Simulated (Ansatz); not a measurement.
**singlet [BNH3]+ at 6 levels**

Wanted: a comparison of 6 runs (HF/3-21G, HF/def2-TZVPP, BHLYP/def2-TZVPP, CAM-B3LYP/def2-TZVPP, wB97M-V/def2-TZVPP, MP2/def2-TZVPP) of singlet [BNH3]+. 

Program for the calculation: Ansatz 0.2.0.

45 further runs of the same task are left out: 45 set aside as unsound or not needed.

## Step 1: The structure to begin with

[BNH3]+: 5 atoms, total charge +1, spin state singlet. As SMILES of the parent species, `B[NH]`. The coordinates come from a PBE0-D4/def2-TZVP relaxation. That shape belongs to the parent species and isn't relaxed for this state.

Bond lengths: B1–N2 1.329 Å, B1–H3 1.210 Å, B1–H4 1.204 Å, N2–H5 0.999 Å. Angles: B1–N2–H5 163.9°, N2–B1–H3 118.8°, N2–B1–H4 121.2°, H3–B1–H4 119.9°.

## Step 2: A single-point energy at HF/3-21G (run 1)

input.yaml

```yaml
crystal:
  periodic: [false, false, false]
  atoms:
    - {symbol: B, position_ang: [-0.310800, -0.370100, -0.091600]}
    - {symbol: N, position_ang: [0.531200, 0.655200, -0.019800]}
    - {symbol: H, position_ang: [-0.414800, -1.107400, 0.862500]}
    - {symbol: H, position_ang: [-0.964100, -0.573100, -1.081900]}
    - {symbol: H, position_ang: [1.208400, 1.321700, 0.289300]}
basis:
  gaussian:
    orbitals: 3-21G.json
total_charge: 1
magnetization:
  spin_polarized: false
  initial_magnetization: 0
hamiltonian:
  xc: hf
accuracy: high
output: {orbitals: {seedname: orbitals}}
```

The basis set 3-21G is read from a file made from the Basis Set Exchange's data (not shown).

Command:

```console
$ ansatz run input.yaml --threads 1 --pin off --max-ram 3480MiB --events-out events.jsonl --progress --plain --runs-dir runs
```

Output:

```text
Warning: RAYON_NUM_THREADS=1 ignored (pool sized by the plan → 1); use --threads N
Functional definition: HF
  name "HF"
  exchange = exact_x
  correlation = 0
535 factors; integrals over basis functions are off by at most 4.1e-9 eV
mean field evaluation 1: about -2170.3834 eV, gradient 4.8e1 eV
mean field evaluation 2: about -2170.3822 eV, gradient 4.8e1 eV
mean field evaluation 4: about -2176.7456 eV, gradient 5.7e0 eV
mean field evaluation 8: about -2177.1172 eV, gradient 7.8e-2 eV
mean field evaluation 16: about -2173.2212 eV, gradient 5.1e-1 eV
mean field -2177.11718675 eV, -80.0075809102 hartree, gradient 2.8e-8 eV, S^2 0.000000; 0 other end points of the search recorded, 0 dependent functions left out
reference -2177.11718675 eV, -80.0075809102 hartree; 7, 7 occupied and 17, 17 virtual orbitals, 535 factors
Total energy: -2177.11718675 eV, -80.0075809102 hartree
```

It took 0.12 s on 1 thread of Arm Neoverse V1, shared host.

## Step 3: The energy at HF/def2-TZVPP (run 2)

run.yaml

```yaml
crystal:
  periodic: [false, false, false]
  atoms:
    - {symbol: B, position_ang: [-0.310800, -0.370100, -0.091600]}
    - {symbol: N, position_ang: [0.531200, 0.655200, -0.019800]}
    - {symbol: H, position_ang: [-0.414800, -1.107400, 0.862500]}
    - {symbol: H, position_ang: [-0.964100, -0.573100, -1.081900]}
    - {symbol: H, position_ang: [1.208400, 1.321700, 0.289300]}
basis:
  gaussian: {orbitals: def2-TZVPP}
total_charge: 1
hamiltonian: {xc: hf}
accuracy: high
output: {orbitals: {seedname: orbitals}}
```

Command:

```console
$ ansatz run run.yaml --threads 1 --pin off --max-ram 3480MiB --events-out events.jsonl --progress --plain --runs-dir runs
```

Output:

```text
Warning: RAYON_NUM_THREADS=1 ignored (pool sized by the plan → 1); use --threads N
[... 4 set-up lines as earlier in the session ...]
1698 factors; integrals over basis functions are off by at most 3.1e-9 eV
mean field evaluation 1: about -2179.9168 eV, gradient 6.1e1 eV
mean field evaluation 2: about -2179.9191 eV, gradient 6.1e1 eV
mean field evaluation 4: about -2189.5548 eV, gradient 6.6e0 eV
mean field evaluation 8: about -2190.1008 eV, gradient 2.5e-1 eV
mean field evaluation 16: about -2186.4288 eV, gradient 4.0e0 eV
mean field -2190.10081493 eV, -80.4847204448 hartree, gradient 1.7e-8 eV, S^2 0.000000; 0 other end points of the search recorded, 0 dependent functions left out
reference -2190.10081493 eV, -80.4847204448 hartree; 7, 7 occupied and 97, 97 virtual orbitals, 1698 factors
Total energy: -2190.10081493 eV, -80.4847204448 hartree
```

Run time: 2 s. Hardware: 1 thread of Arm Neoverse V1, shared host; peak memory 0.2 GiB.

Run 3 isn't shown in full; the table further down has it.

## Step 4: The energy at CAM-B3LYP/def2-TZVPP (run 4)

job.yaml

```yaml
basis:
  gaussian: {orbitals: def2-TZVPP}
crystal:
  periodic: [false, false, false]
  atoms:
    - symbol: B
      position_ang: [-0.310800, -0.370100, -0.091600]
    - symbol: N
      position_ang: [0.531200, 0.655200, -0.019800]
    - symbol: H
      position_ang: [-0.414800, -1.107400, 0.862500]
    - symbol: H
      position_ang: [-0.964100, -0.573100, -1.081900]
    - symbol: H
      position_ang: [1.208400, 1.321700, 0.289300]
total_charge: 1
hamiltonian: {xc: {name: CAM-B3LYP}}
accuracy: high
output: {orbitals: {seedname: orbitals}}
```

Command:

```console
$ ansatz run job.yaml --threads 1 --pin off --max-ram 3480MiB --events-out events.jsonl --progress --plain --runs-dir runs
```

Output:

```text
Warning: RAYON_NUM_THREADS=1 ignored (pool sized by the plan → 1); use --threads N
Functional definition: CAM-B3LYP
  name "CAM-B3LYP"
  parameter alpha = 0.19
  parameter beta = 0.46
  parameter omega = 0.33/bohr
  parameter ac = 0.81
  exchange = (1 - alpha - beta)*b88_x + beta*b88_x_sr(omega) + alpha*exact_x + beta*exact_x_lr(omega)
  correlation = (1 - ac)*vwn5_c + ac*lyp_c
1698 factors; integrals over basis functions are off by at most 3.1e-9 eV
305 factors; integrals over basis functions are off by at most 2.1e-9 eV
mean field evaluation 1: about -2185.5558 eV, gradient 9.0e1 eV
mean field evaluation 2: about -2154.0300 eV, gradient 1.3e2 eV
mean field evaluation 4: about -2202.4969 eV, gradient 7.3e0 eV
mean field evaluation 8: about -2202.6626 eV, gradient 1.4e-1 eV
mean field evaluation 16: about -2202.6626 eV, gradient 1.0e-5 eV
mean field -2202.66264086 eV, -80.9463590334 hartree, gradient 8.3e-8 eV, S^2 0.000000; 0 other end points of the search recorded, 0 dependent functions left out
reference -2202.66265668 eV, -80.9463596147 hartree; 7, 7 occupied and 97, 97 virtual orbitals, 1698 factors
Total energy: -2202.66265668 eV, -80.9463596147 hartree
```

Wall time 4.5 s (1 thread of Arm Neoverse V1, shared host); peak memory 0.25 GiB.

Run 5 isn't shown in full; the table further down has it.

## Step 5: A single-point energy at MP2/def2-TZVPP (run 6)

job.yaml

```yaml
crystal:
  periodic: [false, false, false]
  atoms:
    - {symbol: B, position_ang: [-0.310800, -0.370100, -0.091600]}
    - {symbol: "N", position_ang: [0.531200, 0.655200, -0.019800]}
    - {symbol: H, position_ang: [-0.414800, -1.107400, 0.862500]}
    - {symbol: H, position_ang: [-0.964100, -0.573100, -1.081900]}
    - {symbol: H, position_ang: [1.208400, 1.321700, 0.289300]}
basis:
  gaussian: {orbitals: def2-TZVPP}
total_charge: 1
correlation: {method: mp2, frozen_orbitals: {B: 1, H: 0, "N": 1}}
accuracy: high
```

Command:

```console
$ ansatz run job.yaml --threads 1 --pin off --max-ram 3480MiB --events-out events.jsonl --progress --plain --runs-dir runs
```

Output:

```text
Warning: RAYON_NUM_THREADS=1 ignored (pool sized by the plan → 1); use --threads N
[... 4 set-up lines as earlier in the session ...]
1698 factors; integrals over basis functions are off by at most 3.1e-9 eV
mean field evaluation 1: about -2179.9168 eV, gradient 6.1e1 eV
mean field evaluation 2: about -2179.9191 eV, gradient 6.1e1 eV
mean field evaluation 4: about -2189.5548 eV, gradient 6.6e0 eV
mean field evaluation 8: about -2190.1008 eV, gradient 2.5e-1 eV
mean field evaluation 16: about -2186.4792 eV, gradient 5.8e-1 eV
mean field -2190.10081493 eV, -80.4847204448 hartree, gradient 1.7e-8 eV, S^2 0.000000; 1 other end points of the search recorded, 0 dependent functions left out; unrestricted orbitals would lower it
2 core orbitals not correlated: weight in the atoms' cores, before any rotation towards them, 1.000 or more for the frozen orbitals, at most 0.000 for the correlated occupied ones
reference -2190.10081493 eV, -80.4847204448 hartree; 5, 5 occupied and 97, 97 virtual orbitals, 1698 factors
second order -7.47233797 eV of doubles, -0.00000000 eV of singles
Total energy: -2197.57315290 eV, -80.7593238004 hartree
```

Run time: 2.5 s. Hardware: 1 thread of Arm Neoverse V1, shared host; peak memory 0.2 GiB.

## Step 6: Overview of the runs

```csv
run,level,frozen core orbitals,energy (Eh),HOMO energy (eV),LUMO energy (eV),HOMO–LUMO gap (eV),wall time
1,HF/3-21G,–,-80.007581,-21.84,-8.66,13.18,0.12 s
2,HF/def2-TZVPP,–,-80.484720,-21.64,-8.66,12.98,2 s
3,BHLYP/def2-TZVPP,–,-80.942481,-19.22,-11.94,7.28,4.2 s
4,CAM-B3LYP/def2-TZVPP,–,-80.946360,-19.03,-11.97,7.06,4.5 s
5,wB97M-V/def2-TZVPP,–,-80.952690,-19.98,-10.80,9.17,23 s
6,MP2/def2-TZVPP,2,-80.759324,–,–,–,2.5 s
```

## Step 7: What came out

```
                                          quantity         value
                               run 6: total energy  -80.75932 Eh
run 6: correlation energy (2 core orbitals frozen)    -274.6 mEh
```

**Reading.** Over runs 1, 2, 3, 4, 5 the HOMO–LUMO gap runs from 7.06 eV (CAM-B3LYP/def2-TZVPP) to 13.18 eV (HF/3-21G). The two ends differ in method and basis. Totals of different functionals can't be ranked against each other. In run 6 the log says that unrestricted orbitals would lower the reference, so the values rest on an unstable closed-shell determinant (other closed-shell runs at this shape may share the fault). All runs together took 37 s, the longest 23 s.
